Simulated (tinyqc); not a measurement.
Worked calculation (part 2 of 3): UHF in the sto-3g basis, for NH3+, spin multiplicity 2. Computed by tinyqc, a small Python program that keeps every step (integrals from PySCF). Command: `OMP_NUM_THREADS=1 python tinyqc.py 25875 25876 out.jsonl` (the two numbers bound the seeds that draw the settings). One thread of a shared host (Intel(R) Xeon(R) Processor @ 2.60GHz), about 0.1 s of CPU time with the checks.

Geometry (angstrom):
```
atom          x          y         z
N      0.000000   0.000000  0.247000
H      1.276000   0.000000  0.000000
H     -0.638000   1.105000  0.000000
H     -0.638000  -1.105000  0.000000
```

## Iteration 1: building the Fock matrix

D(alpha) at the start:
```
            1N 1s      1N 2s     1N 2px     1N 2py     1N 2pz      2H 1s      3H 1s      4H 1s
1N 1s    1.027754  -0.120870  -0.000004   0.000000  -0.020036  -0.058343  -0.058346  -0.058346
1N 2s   -0.120870   0.574178   0.000016   0.000000   0.072643   0.156255   0.156262   0.156262
1N 2px  -0.000004   0.000016   0.734269   0.000000  -0.000003   0.197722  -0.098860  -0.098860
1N 2py   0.000000   0.000000   0.000000   0.734259   0.000000   0.000000   0.171236  -0.171236
1N 2pz  -0.020036   0.072643  -0.000003   0.000000   0.989339  -0.018705  -0.018707  -0.018707
2H 1s   -0.058343   0.156255   0.197722   0.000000  -0.018705   0.097928   0.018069   0.018069
3H 1s   -0.058346   0.156262  -0.098860   0.171236  -0.018707   0.018069   0.097938   0.018071
4H 1s   -0.058346   0.156262  -0.098860  -0.171236  -0.018707   0.018069   0.018071   0.097938
```

D(beta) at the start:
```
            1N 1s      1N 2s     1N 2px     1N 2py     1N 2pz      2H 1s      3H 1s      4H 1s
1N 1s    1.026041  -0.114696  -0.000004   0.000000   0.020918  -0.058234  -0.058237  -0.058237
1N 2s   -0.114696   0.551924   0.000016   0.000000  -0.074967   0.155863   0.155870   0.155870
1N 2px  -0.000004   0.000016   0.734269   0.000000  -0.000001   0.197722  -0.098860  -0.098860
1N 2py   0.000000   0.000000   0.000000   0.734259   0.000000   0.000000   0.171236  -0.171236
1N 2pz   0.020918  -0.074967  -0.000001   0.000000   0.010211  -0.021308  -0.021309  -0.021309
2H 1s   -0.058234   0.155863   0.197722   0.000000  -0.021308   0.097921   0.018063   0.018063
3H 1s   -0.058237   0.155870  -0.098860   0.171236  -0.021309   0.018063   0.097931   0.018064
4H 1s   -0.058237   0.155870  -0.098860  -0.171236  -0.021309   0.018063   0.018064   0.097931
```

core Hamiltonian H = T + V (hartree):
```
             1N 1s      1N 2s     1N 2px     1N 2py     1N 2pz      2H 1s      3H 1s      4H 1s
1N 1s   -25.416709  -5.848461   0.000001   0.000000   0.005476  -0.748003  -0.748073  -0.748073
1N 2s    -5.848461  -7.473599   0.000010   0.000000   0.068010  -2.023164  -2.023307  -2.023307
1N 2px    0.000001   0.000010  -6.158053   0.000000  -0.000002  -1.676399   0.838277   0.838277
1N 2py    0.000000   0.000000   0.000000  -6.158054   0.000000   0.000000  -1.451871   1.451871
1N 2pz    0.005476   0.068010  -0.000002   0.000000  -6.059856   0.337079   0.337109   0.337109
2H 1s    -0.748003  -2.023164  -1.676399   0.000000   0.337079  -3.768892  -0.441953  -0.441953
3H 1s    -0.748073  -2.023307   0.838277  -1.451871   0.337109  -0.441953  -3.768985  -0.442007
4H 1s    -0.748073  -2.023307   0.838277   1.451871   0.337109  -0.441953  -0.442007  -3.768985
```

nuclear repulsion = 9.26881410 hartree

Given earlier and not repeated: Two-electron integrals (ij|kl) in chemists' order.

J_ij = sum D_kl (ij|kl) with D = D(alpha) + D(beta), K_ij = sum D_kl (ik|jl) for each spin; F = H + J - K(s); E = tr D H + tr D J / 2 - 0.5 sum_s tr D(s) K(s) + E_nn.

Coulomb J (hartree):
```
            1N 1s      1N 2s     1N 2px     1N 2py     1N 2pz      2H 1s      3H 1s      4H 1s
1N 1s   14.229903   2.632959   0.000000   0.000000  -0.005292   0.335104   0.335136   0.335136
1N 2s    2.632959   6.461647  -0.000001   0.000000  -0.045668   1.722509   1.722633   1.722633
1N 2px   0.000000  -0.000001   6.484504   0.000000   0.000001   1.529407  -0.764775  -0.764775
1N 2py   0.000000   0.000000   0.000000   6.484504   0.000000   0.000000   1.324571  -1.324571
1N 2pz  -0.005292  -0.045668   0.000001   0.000000   6.396038  -0.303159  -0.303187  -0.303187
2H 1s    0.335104   1.722509   1.529407   0.000000  -0.303159   3.597796   0.368749   0.368749
3H 1s    0.335136   1.722633  -0.764775   1.324571  -0.303187   0.368749   3.597898   0.368795
4H 1s    0.335136   1.722633  -0.764775  -1.324571  -0.303187   0.368749   0.368795   3.597898
```

exchange K(alpha) (hartree):
```
            1N 1s     1N 2s     1N 2px     1N 2py     1N 2pz      2H 1s      3H 1s      4H 1s
1N 1s    4.233276  0.735287   0.000000   0.000000  -0.001791   0.096139   0.096148   0.096148
1N 2s    0.735287  1.086967   0.000003   0.000000   0.018571   0.358246   0.358269   0.358269
1N 2px   0.000000  0.000003   0.902209   0.000000   0.000000   0.305320  -0.152671  -0.152671
1N 2py   0.000000  0.000000   0.000000   0.902208   0.000000   0.000000   0.264426  -0.264426
1N 2pz  -0.001791  0.018571   0.000000   0.000000   0.962633  -0.053298  -0.053303  -0.053303
2H 1s    0.096139  0.358246   0.305320   0.000000  -0.053298   0.353011   0.081349   0.081349
3H 1s    0.096148  0.358269  -0.152671   0.264426  -0.053303   0.081349   0.353044   0.081358
4H 1s    0.096148  0.358269  -0.152671  -0.264426  -0.053303   0.081349   0.081358   0.353044
```

exchange K(beta) (hartree):
```
           1N 1s      1N 2s     1N 2px     1N 2py     1N 2pz      2H 1s      3H 1s      4H 1s
1N 1s   4.210936   0.704204   0.000000   0.000000   0.001007   0.091195   0.091203   0.091203
1N 2s   0.704204   0.920237   0.000003   0.000000  -0.100326   0.329173   0.329194   0.329194
1N 2px  0.000000   0.000003   0.858766   0.000000   0.000001   0.298728  -0.149375  -0.149375
1N 2py  0.000000   0.000000   0.000000   0.858764   0.000000   0.000000   0.258717  -0.258717
1N 2pz  0.001007  -0.100326   0.000001   0.000000   0.213094  -0.051959  -0.051964  -0.051964
2H 1s   0.091195   0.329173   0.298728   0.000000  -0.051959   0.344612   0.075711   0.075711
3H 1s   0.091203   0.329194  -0.149375   0.258717  -0.051964   0.075711   0.344644   0.075720
4H 1s   0.091203   0.329194  -0.149375  -0.258717  -0.051964   0.075711   0.075720   0.344644
```

F(alpha) (hartree):
```
             1N 1s      1N 2s     1N 2px     1N 2py     1N 2pz      2H 1s      3H 1s      4H 1s
1N 1s   -15.420082  -3.950789   0.000002   0.000000   0.001975  -0.509038  -0.509086  -0.509086
1N 2s    -3.950789  -2.098919   0.000006   0.000000   0.003770  -0.658900  -0.658943  -0.658943
1N 2px    0.000002   0.000006  -0.575759   0.000000  -0.000001  -0.452312   0.226173   0.226173
1N 2py    0.000000   0.000000   0.000000  -0.575758   0.000000   0.000000  -0.391727   0.391727
1N 2pz    0.001975   0.003770  -0.000001   0.000000  -0.626451   0.087218   0.087225   0.087225
2H 1s    -0.509038  -0.658900  -0.452312   0.000000   0.087218  -0.524107  -0.154553  -0.154553
3H 1s    -0.509086  -0.658943   0.226173  -0.391727   0.087225  -0.154553  -0.524131  -0.154570
4H 1s    -0.509086  -0.658943   0.226173   0.391727   0.087225  -0.154553  -0.154570  -0.524131
```

F(beta) (hartree):
```
             1N 1s      1N 2s     1N 2px     1N 2py     1N 2pz      2H 1s      3H 1s      4H 1s
1N 1s   -15.397742  -3.919706   0.000002   0.000000  -0.000823  -0.504093  -0.504140  -0.504140
1N 2s    -3.919706  -1.932188   0.000006   0.000000   0.122668  -0.629827  -0.629868  -0.629868
1N 2px    0.000002   0.000006  -0.532315   0.000000  -0.000002  -0.445721   0.222877   0.222877
1N 2py    0.000000   0.000000   0.000000  -0.532314   0.000000   0.000000  -0.386018   0.386018
1N 2pz   -0.000823   0.122668  -0.000002   0.000000   0.123088   0.085879   0.085886   0.085886
2H 1s    -0.504093  -0.629827  -0.445721   0.000000   0.085879  -0.515708  -0.148914  -0.148914
3H 1s    -0.504140  -0.629868   0.222877  -0.386018   0.085886  -0.148914  -0.515731  -0.148932
4H 1s    -0.504140  -0.629868   0.222877   0.386018   0.085886  -0.148914  -0.148932  -0.515731
```

total energy of this density = -54.85377088 hartree

## Iteration 1: diagonalisation and new density

X:
```
            1N 1s      1N 2s     1N 2px     1N 2py     1N 2pz      2H 1s      3H 1s      4H 1s
1N 1s    1.023744  -0.138523   0.000001   0.000000   0.003072   0.017684   0.017685   0.017685
1N 2s   -0.138523   1.170759  -0.000008   0.000000  -0.027447  -0.188761  -0.188777  -0.188777
1N 2px   0.000001  -0.000008   1.073054   0.000000   0.000002  -0.194888   0.097453   0.097453
1N 2py   0.000000   0.000000   0.000000   1.073056   0.000000   0.000000  -0.168788   0.168788
1N 2pz   0.003072  -0.027447   0.000002   0.000000   1.005051   0.034871   0.034875   0.034875
2H 1s    0.017684  -0.188761  -0.194888   0.000000   0.034871   1.100944  -0.022302  -0.022302
3H 1s    0.017685  -0.188777   0.097453  -0.168788   0.034875  -0.022302   1.100957  -0.022304
4H 1s    0.017685  -0.188777   0.097453   0.168788   0.034875  -0.022302  -0.022304   1.100957
```

Diagonalise F' = X^T F X, C = X C', fill 5 alpha and 4 beta electrons from the bottom; D(s) = C_occ C_occ^T. Each column has its largest component positive (the first on a tie).

F' = X^T F X (alpha) (hartree):
```
            1          2          3          4          5          6          7          8
1  -15.127132  -2.069555   0.000004   0.000000   0.014836  -0.023992  -0.024001  -0.024001
2   -2.069555  -1.184547  -0.000008   0.000000  -0.049903  -0.326547  -0.326572  -0.326572
3    0.000004  -0.000008  -0.400225   0.000000   0.000003  -0.369638   0.184832   0.184832
4    0.000000   0.000000   0.000000  -0.400217   0.000000   0.000000  -0.320131   0.320131
5    0.014836  -0.049903   0.000003   0.000000  -0.615292   0.061601   0.061608   0.061608
6   -0.023992  -0.326547  -0.369638   0.000000   0.061601  -0.248464  -0.046439  -0.046439
7   -0.024001  -0.326572   0.184832  -0.320131   0.061608  -0.046439  -0.248455  -0.046442
8   -0.024001  -0.326572   0.184832   0.320131   0.061608  -0.046439  -0.046442  -0.248455
```

orbital energies (alpha) (hartree): MO1 -15.428840, MO2 -1.229195, MO3 -0.764568, MO4 -0.764566, MO5 -0.636635, MO6 0.026360, MO7 0.162318, MO8 0.162338

coefficients C (alpha):
```
              MO1        MO2        MO3        MO4        MO5        MO6        MO7        MO8
1N 1s    0.993314  -0.229288   0.000000  -0.000006  -0.031890  -0.167109   0.000028   0.000000
1N 2s    0.028979   0.825712   0.000000   0.000028   0.153093   0.889632  -0.000158   0.000000
1N 2px   0.000000  -0.000009   0.000000   0.686309  -0.000013   0.000114   0.858720   0.000000
1N 2py   0.000000   0.000000   0.686306   0.000000   0.000000   0.000000   0.000000   0.858727
1N 2pz  -0.000991  -0.012482   0.000000   0.000013   0.976598  -0.246248   0.000043   0.000000
2H 1s   -0.004760   0.162353   0.000000   0.423174  -0.073842  -0.614357  -0.836581   0.000000
3H 1s   -0.004761   0.162366   0.366481  -0.211586  -0.073834  -0.614174   0.418439  -0.724596
4H 1s   -0.004761   0.162366  -0.366481  -0.211586  -0.073834  -0.614174   0.418439   0.724596
```

F' = X^T F X (beta) (hartree):
```
            1          2          3          4          5          6          7          8
1  -15.109319  -2.060026   0.000004   0.000000  -0.002443  -0.024806  -0.024815  -0.024815
2   -2.060026  -1.008480  -0.000009   0.000000   0.068976  -0.322793  -0.322817  -0.322817
3    0.000004  -0.000009  -0.354180   0.000000   0.000001  -0.371007   0.185517   0.185517
4    0.000000   0.000000   0.000000  -0.354173   0.000000   0.000000  -0.321317   0.321317
5   -0.002443   0.068976   0.000001   0.000000   0.135008   0.063889   0.063896   0.063896
6   -0.024806  -0.322793  -0.371007   0.000000   0.063889  -0.246484  -0.046089  -0.046089
7   -0.024815  -0.322817   0.185517  -0.321317   0.063896  -0.046089  -0.246475  -0.046093
8   -0.024815  -0.322817   0.185517   0.321317   0.063896  -0.046089  -0.046093  -0.246475
```

orbital energies (beta) (hartree): MO1 -15.405099, MO2 -1.115998, MO3 -0.738148, MO4 -0.738146, MO5 0.031453, MO6 0.168196, MO7 0.183574, MO8 0.183593

coefficients C (beta):
```
              MO1        MO2        MO3        MO4        MO5        MO6        MO7        MO8
1N 1s    0.993925  -0.215359   0.000000  -0.000006  -0.175064   0.057216   0.000067   0.000000
1N 2s    0.026446   0.764309   0.000000   0.000029   0.893846  -0.337184  -0.000383   0.000000
1N 2px   0.000000  -0.000012   0.000000   0.665561   0.000088  -0.000658   0.874899   0.000000
1N 2py   0.000000   0.000000   0.665559   0.000000   0.000000   0.000000   0.000000   0.874905
1N 2pz  -0.000902  -0.083381   0.000000  -0.000001   0.338428   0.945014   0.000683   0.000000
2H 1s   -0.004373   0.198474   0.000000   0.443079  -0.534283   0.291047  -0.826025   0.000000
3H 1s   -0.004373   0.198492   0.383717  -0.221534  -0.534143   0.290112   0.413445  -0.715618
4H 1s   -0.004373   0.198492  -0.383717  -0.221534  -0.534143   0.290112   0.413445   0.715618
```

D(alpha) after iteration 1:
```
            1N 1s      1N 2s     1N 2px     1N 2py     1N 2pz      2H 1s      3H 1s      4H 1s
1N 1s    1.040262  -0.165423  -0.000002   0.000000  -0.029266  -0.039602  -0.039602  -0.039602
1N 2s   -0.165423   0.706077   0.000010   0.000000   0.139175   0.122626   0.122620   0.122620
1N 2px  -0.000002   0.000010   0.471019   0.000000  -0.000004   0.290427  -0.145214  -0.145214
1N 2py   0.000000   0.000000   0.000000   0.471016   0.000000   0.000000   0.251518  -0.251518
1N 2pz  -0.029266   0.139175  -0.000004   0.000000   0.953900  -0.074131  -0.074131  -0.074131
2H 1s   -0.039602   0.122626   0.290427   0.000000  -0.074131   0.210910  -0.057702  -0.057702
3H 1s   -0.039602   0.122620  -0.145214   0.251518  -0.074131  -0.057702   0.210914  -0.057703
4H 1s   -0.039602   0.122620  -0.145214  -0.251518  -0.074131  -0.057702  -0.057703   0.210914
```

D(beta) after iteration 1:
```
            1N 1s      1N 2s     1N 2px     1N 2py     1N 2pz      2H 1s      3H 1s      4H 1s
1N 1s    1.034266  -0.138316  -0.000002   0.000000   0.017061  -0.047092  -0.047092  -0.047092
1N 2s   -0.138316   0.584868   0.000010   0.000000  -0.063753   0.151593   0.151587   0.151587
1N 2px  -0.000002   0.000010   0.442972   0.000000   0.000000   0.294894  -0.147447  -0.147447
1N 2py   0.000000   0.000000   0.000000   0.442969   0.000000   0.000000   0.255386  -0.255386
1N 2pz   0.017061  -0.063753   0.000000   0.000000   0.006953  -0.016546  -0.016546  -0.016546
2H 1s   -0.047092   0.151593   0.294894   0.000000  -0.016546   0.235731  -0.058742  -0.058742
3H 1s   -0.047092   0.151587  -0.147447   0.255386  -0.016546  -0.058742   0.235734  -0.058743
4H 1s   -0.047092   0.151587  -0.147447  -0.255386  -0.016546  -0.058742  -0.058743   0.235734
```

Within a degenerate level the vectors are fixed only up to a rotation; this is one choice.

## Iteration 2: building the Fock matrix

As before.

Coulomb J (hartree):
```
            1N 1s      1N 2s     1N 2px     1N 2py     1N 2pz      2H 1s      3H 1s      4H 1s
1N 1s   13.729213   2.518056   0.000000   0.000000  -0.003904   0.320551   0.320581   0.320581
1N 2s    2.518056   6.178757  -0.000005   0.000000  -0.048757   1.670402   1.670521   1.670521
1N 2px   0.000000  -0.000005   6.196356   0.000000   0.000001   1.495230  -0.747686  -0.747686
1N 2py   0.000000   0.000000   0.000000   6.196356   0.000000   0.000000   1.294971  -1.294971
1N 2pz  -0.003904  -0.048757   0.000001   0.000000   6.123218  -0.298309  -0.298337  -0.298337
2H 1s    0.320551   1.670402   1.495230   0.000000  -0.298309   3.615018   0.360592   0.360592
3H 1s    0.320581   1.670521  -0.747686   1.294971  -0.298337   0.360592   3.615106   0.360637
4H 1s    0.320581   1.670521  -0.747686  -1.294971  -0.298337   0.360592   0.360637   3.615106
```

exchange K(alpha) (hartree):
```
            1N 1s      1N 2s     1N 2px     1N 2py     1N 2pz      2H 1s      3H 1s      4H 1s
1N 1s    4.238459   0.712417   0.000000   0.000000  -0.000786   0.094959   0.094968   0.094968
1N 2s    0.712417   1.064227  -0.000001   0.000000   0.038381   0.355915   0.355936   0.355936
1N 2px   0.000000  -0.000001   0.768776   0.000000   0.000000   0.326221  -0.163121  -0.163121
1N 2py   0.000000   0.000000   0.000000   0.768777   0.000000   0.000000   0.282525  -0.282525
1N 2pz  -0.000786   0.038381   0.000000   0.000000   0.941869  -0.065737  -0.065741  -0.065741
2H 1s    0.094959   0.355915   0.326221   0.000000  -0.065737   0.442604   0.063208   0.063208
3H 1s    0.094968   0.355936  -0.163121   0.282525  -0.065741   0.063208   0.442628   0.063218
4H 1s    0.094968   0.355936  -0.163121  -0.282525  -0.065741   0.063208   0.063218   0.442628
```

exchange K(beta) (hartree):
```
            1N 1s      1N 2s     1N 2px     1N 2py     1N 2pz      2H 1s      3H 1s      4H 1s
1N 1s    4.211971   0.680630   0.000000   0.000000  -0.000759   0.089897   0.089905   0.089905
1N 2s    0.680630   0.867005  -0.000001   0.000000  -0.091902   0.330395   0.330413   0.330413
1N 2px   0.000000  -0.000001   0.702749   0.000000   0.000002   0.322271  -0.161145  -0.161145
1N 2py   0.000000   0.000000   0.000000   0.702751   0.000000   0.000000   0.279103  -0.279103
1N 2pz  -0.000759  -0.091902   0.000002   0.000000   0.194342  -0.050432  -0.050437  -0.050437
2H 1s    0.089897   0.330395   0.322271   0.000000  -0.050432   0.454594   0.059651   0.059651
3H 1s    0.089905   0.330413  -0.161145   0.279103  -0.050437   0.059651   0.454615   0.059659
4H 1s    0.089905   0.330413  -0.161145  -0.279103  -0.050437   0.059651   0.059659   0.454615
```

F(alpha) (hartree):
```
             1N 1s      1N 2s     1N 2px     1N 2py     1N 2pz      2H 1s      3H 1s      4H 1s
1N 1s   -15.925955  -4.042822   0.000001   0.000000   0.002358  -0.522411  -0.522460  -0.522460
1N 2s    -4.042822  -2.359070   0.000007   0.000000  -0.019128  -0.708677  -0.708722  -0.708722
1N 2px    0.000001   0.000007  -0.730472   0.000000  -0.000001  -0.507390   0.253713   0.253713
1N 2py    0.000000   0.000000   0.000000  -0.730475   0.000000   0.000000  -0.439426   0.439426
1N 2pz    0.002358  -0.019128  -0.000001   0.000000  -0.878506   0.104506   0.104513   0.104513
2H 1s    -0.522411  -0.708677  -0.507390   0.000000   0.104506  -0.596478  -0.144569  -0.144569
3H 1s    -0.522460  -0.708722   0.253713  -0.439426   0.104513  -0.144569  -0.596507  -0.144587
4H 1s    -0.522460  -0.708722   0.253713   0.439426   0.104513  -0.144569  -0.144587  -0.596507
```

F(beta) (hartree):
```
             1N 1s      1N 2s     1N 2px     1N 2py     1N 2pz      2H 1s      3H 1s      4H 1s
1N 1s   -15.899467  -4.011035   0.000001   0.000000   0.002331  -0.517348  -0.517397  -0.517397
1N 2s    -4.011035  -2.161847   0.000007   0.000000   0.111155  -0.683157  -0.683199  -0.683199
1N 2px    0.000001   0.000007  -0.664446   0.000000  -0.000003  -0.503439   0.251737   0.251737
1N 2py    0.000000   0.000000   0.000000  -0.664449   0.000000   0.000000  -0.436004   0.436004
1N 2pz    0.002331   0.111155  -0.000003   0.000000  -0.130979   0.089202   0.089209   0.089209
2H 1s    -0.517348  -0.683157  -0.503439   0.000000   0.089202  -0.608468  -0.141011  -0.141011
3H 1s    -0.517397  -0.683199   0.251737  -0.436004   0.089209  -0.141011  -0.608494  -0.141029
4H 1s    -0.517397  -0.683199   0.251737   0.436004   0.089209  -0.141011  -0.141029  -0.608494
```

total energy of this density = -55.07353837 hartree
